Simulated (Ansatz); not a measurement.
**How far each method lies from UCCSDT(Q) for Al–P–GaH, triplet**

Geometry: that of the Al–P–GaH, singlet, kept fixed.

```xyz
4

Al    0.0000    0.6705   -2.1644
Ga    0.0000    0.2039    1.0670
P     0.0000   -1.0785   -0.5925
H     0.0000    1.0859    2.3386
```

Basis cc-pVDZ; Ansatz 0.2.0. Correlated methods freeze the noble-gas cores and the filled d shells of p-block atoms, which leaves 12 electrons in 44 orbitals. R marks a restricted (for open shells ROHF) determinant, U an unrestricted one. Active spaces: frontier = (10e, 10o) about the gap. No spin–orbit coupling is included, and no scalar relativity.

Full CI isn't at hand for all of this; UCCSDT(Q) serves as the reference, and is uncertain by the last step of the cluster series or more. The frozen core follows each run's orbitals, which can shift R against U totals by a few meV for light atoms and by up to 0.1 eV past Ca.

```
UHF ⟨S²⟩                          : 2.021
T1 diagnostic (RCCSD)             : 0.0531
largest doubles amplitude (RCCSD) : 0.062
T1 diagnostic (UCCSD)             : 0.0432
```

```json
{"level": "UHF", "E − E(UCCSDT(Q)) (meV)": "6815", "wall time": "–"}
{"level": "UMP2", "E − E(UCCSDT(Q)) (meV)": "1278", "wall time": "–"}
{"level": "UCCSD", "E − E(UCCSDT(Q)) (meV)": "456", "wall time": "–"}
{"level": "UCCSD(T)", "E − E(UCCSDT(Q)) (meV)": "95", "wall time": "47 s"}
{"level": "UCCSDT", "E − E(UCCSDT(Q)) (meV)": "41", "wall time": "–"}
```

Run but not shown, since their state, orbitals or frozen core can't be matched to the reference's or they repeat it: RHF, RMP2, RCCSD, RCCSD(T), BCCD(T), RCCSDT, RCCSDT(Q), CASSCF (frontier space), NEVPT2 (frontier space).

Times hold each run's SCF and search for its determinant on a shared host, so for small cases they say little of a method's own cost; they ran on 1 thread of Arm Neoverse V1.
